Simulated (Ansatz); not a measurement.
Dissociation curve of Li₂, singlet.

Computed with: UHF/cc-pVTZ (Ansatz, an electronic-structure program); RHF/cc-pVTZ (Ansatz); UKS-B3LYP = unrestricted B3LYP/cc-pVTZ (Ansatz); RKS-B3LYP = restricted B3LYP/cc-pVTZ (Ansatz); UKS-PBE = unrestricted PBE/cc-pVTZ in Ansatz; RKS-PBE = restricted PBE/cc-pVTZ in Ansatz.

Scanned distances (Å): 2.06, 2.20, 2.34, 2.44, 2.58, 2.64, 2.74, 2.87, 2.93, 2.96, 3.17, 3.43, 3.74, 4.09, 4.52, 4.96, 5.41, 6.12, 6.73, 7.36, 8.20.

Problem. Where does the unrestricted solution first break spin symmetry (<S²> of 0.01 or more)?

Solution. UHF: already at 2.06 Å; UKS-B3LYP: between 3.43 and 3.74 Å; UKS-PBE: between 3.17 and 3.43 Å.

```json
[
 {"R / Å": "2.06", "<S²> UHF": "0.56", "E(RHF) − E(UHF) / kJ/mol": "15.0", "<S²> UKS-B3LYP": "0.00", "E(RKS-B3LYP) − E(UKS-B3LYP) / kJ/mol": "0.0", "<S²> UKS-PBE": "0.00", "E(RKS-PBE) − E(UKS-PBE) / kJ/mol": "0.0"},
 {"R / Å": "2.20", "<S²> UHF": "0.50", "E(RHF) − E(UHF) / kJ/mol": "10.9", "<S²> UKS-B3LYP": "0.00", "E(RKS-B3LYP) − E(UKS-B3LYP) / kJ/mol": "0.0", "<S²> UKS-PBE": "0.00", "E(RKS-PBE) − E(UKS-PBE) / kJ/mol": "0.0"},
 {"R / Å": "2.34", "<S²> UHF": "0.44", "E(RHF) − E(UHF) / kJ/mol": "7.8", "<S²> UKS-B3LYP": "0.00", "E(RKS-B3LYP) − E(UKS-B3LYP) / kJ/mol": "0.0", "<S²> UKS-PBE": "0.00", "E(RKS-PBE) − E(UKS-PBE) / kJ/mol": "0.0"},
 {"R / Å": "2.44", "<S²> UHF": "0.40", "E(RHF) − E(UHF) / kJ/mol": "6.2", "<S²> UKS-B3LYP": "0.00", "E(RKS-B3LYP) − E(UKS-B3LYP) / kJ/mol": "0.0", "<S²> UKS-PBE": "0.00", "E(RKS-PBE) − E(UKS-PBE) / kJ/mol": "0.0"},
 {"R / Å": "2.58", "<S²> UHF": "0.35", "E(RHF) − E(UHF) / kJ/mol": "4.4", "<S²> UKS-B3LYP": "0.00", "E(RKS-B3LYP) − E(UKS-B3LYP) / kJ/mol": "0.0", "<S²> UKS-PBE": "0.00", "E(RKS-PBE) − E(UKS-PBE) / kJ/mol": "0.0"},
 {"R / Å": "2.64", "<S²> UHF": "0.33", "E(RHF) − E(UHF) / kJ/mol": "3.7", "<S²> UKS-B3LYP": "0.00", "E(RKS-B3LYP) − E(UKS-B3LYP) / kJ/mol": "0.0", "<S²> UKS-PBE": "0.00", "E(RKS-PBE) − E(UKS-PBE) / kJ/mol": "0.0"},
 {"R / Å": "2.74", "<S²> UHF": "0.30", "E(RHF) − E(UHF) / kJ/mol": "2.9", "<S²> UKS-B3LYP": "0.00", "E(RKS-B3LYP) − E(UKS-B3LYP) / kJ/mol": "0.0", "<S²> UKS-PBE": "0.00", "E(RKS-PBE) − E(UKS-PBE) / kJ/mol": "0.0"},
 {"R / Å": "2.87", "<S²> UHF": "0.33", "E(RHF) − E(UHF) / kJ/mol": "3.4", "<S²> UKS-B3LYP": "0.00", "E(RKS-B3LYP) − E(UKS-B3LYP) / kJ/mol": "0.0", "<S²> UKS-PBE": "0.00", "E(RKS-PBE) − E(UKS-PBE) / kJ/mol": "0.0"},
 {"R / Å": "2.93", "<S²> UHF": "0.37", "E(RHF) − E(UHF) / kJ/mol": "4.5", "<S²> UKS-B3LYP": "0.00", "E(RKS-B3LYP) − E(UKS-B3LYP) / kJ/mol": "0.0", "<S²> UKS-PBE": "0.00", "E(RKS-PBE) − E(UKS-PBE) / kJ/mol": "0.0"},
 {"R / Å": "2.96", "<S²> UHF": "0.39", "E(RHF) − E(UHF) / kJ/mol": "5.0", "<S²> UKS-B3LYP": "0.00", "E(RKS-B3LYP) − E(UKS-B3LYP) / kJ/mol": "0.0", "<S²> UKS-PBE": "0.00", "E(RKS-PBE) − E(UKS-PBE) / kJ/mol": "0.0"},
 {"R / Å": "3.17", "<S²> UHF": "0.51", "E(RHF) − E(UHF) / kJ/mol": "10.0", "<S²> UKS-B3LYP": "0.00", "E(RKS-B3LYP) − E(UKS-B3LYP) / kJ/mol": "0.0", "<S²> UKS-PBE": "0.00", "E(RKS-PBE) − E(UKS-PBE) / kJ/mol": "0.0"},
 {"R / Å": "3.43", "<S²> UHF": "0.64", "E(RHF) − E(UHF) / kJ/mol": "18.4", "<S²> UKS-B3LYP": "0.00", "E(RKS-B3LYP) − E(UKS-B3LYP) / kJ/mol": "0.0", "<S²> UKS-PBE": "0.06", "E(RKS-PBE) − E(UKS-PBE) / kJ/mol": "0.1"},
 {"R / Å": "3.74", "<S²> UHF": "0.75", "E(RHF) − E(UHF) / kJ/mol": "31.1", "<S²> UKS-B3LYP": "0.06", "E(RKS-B3LYP) − E(UKS-B3LYP) / kJ/mol": "0.0", "<S²> UKS-PBE": "0.24", "E(RKS-PBE) − E(UKS-PBE) / kJ/mol": "1.2"},
 {"R / Å": "4.09", "<S²> UHF": "0.84", "E(RHF) − E(UHF) / kJ/mol": "47.6", "<S²> UKS-B3LYP": "0.41", "E(RKS-B3LYP) − E(UKS-B3LYP) / kJ/mol": "2.6", "<S²> UKS-PBE": "0.43", "E(RKS-PBE) − E(UKS-PBE) / kJ/mol": "4.1"},
 {"R / Å": "4.52", "<S²> UHF": "0.91", "E(RHF) − E(UHF) / kJ/mol": "69.2", "<S²> UKS-B3LYP": "0.68", "E(RKS-B3LYP) − E(UKS-B3LYP) / kJ/mol": "9.6", "<S²> UKS-PBE": "0.64", "E(RKS-PBE) − E(UKS-PBE) / kJ/mol": "9.5"},
 {"R / Å": "4.96", "<S²> UHF": "0.95", "E(RHF) − E(UHF) / kJ/mol": "90.9", "<S²> UKS-B3LYP": "0.83", "E(RKS-B3LYP) − E(UKS-B3LYP) / kJ/mol": "18.7", "<S²> UKS-PBE": "0.80", "E(RKS-PBE) − E(UKS-PBE) / kJ/mol": "16.4"},
 {"R / Å": "5.41", "<S²> UHF": "0.98", "E(RHF) − E(UHF) / kJ/mol": "111.5", "<S²> UKS-B3LYP": "0.92", "E(RKS-B3LYP) − E(UKS-B3LYP) / kJ/mol": "28.3", "<S²> UKS-PBE": "0.90", "E(RKS-PBE) − E(UKS-PBE) / kJ/mol": "23.9"},
 {"R / Å": "6.12", "<S²> UHF": "0.99", "E(RHF) − E(UHF) / kJ/mol": "139.5", "<S²> UKS-B3LYP": "0.98", "E(RKS-B3LYP) − E(UKS-B3LYP) / kJ/mol": "41.7", "<S²> UKS-PBE": "0.98", "E(RKS-PBE) − E(UKS-PBE) / kJ/mol": "35.1"},
 {"R / Å": "6.73", "<S²> UHF": "1.00", "E(RHF) − E(UHF) / kJ/mol": "159.1", "<S²> UKS-B3LYP": "0.99", "E(RKS-B3LYP) − E(UKS-B3LYP) / kJ/mol": "50.5", "<S²> UKS-PBE": "0.99", "E(RKS-PBE) − E(UKS-PBE) / kJ/mol": "42.6"},
 {"R / Å": "7.36", "<S²> UHF": "1.00", "E(RHF) − E(UHF) / kJ/mol": "175.6", "<S²> UKS-B3LYP": "1.00", "E(RKS-B3LYP) − E(UKS-B3LYP) / kJ/mol": "57.2", "<S²> UKS-PBE": "1.00", "E(RKS-PBE) − E(UKS-PBE) / kJ/mol": "48.0"},
 {"R / Å": "8.20", "<S²> UHF": "1.00", "E(RHF) − E(UHF) / kJ/mol": "192.8", "<S²> UKS-B3LYP": "1.00", "E(RKS-B3LYP) − E(UKS-B3LYP) / kJ/mol": "63.1", "<S²> UKS-PBE": "1.00", "E(RKS-PBE) − E(UKS-PBE) / kJ/mol": "52.2"}
]
```
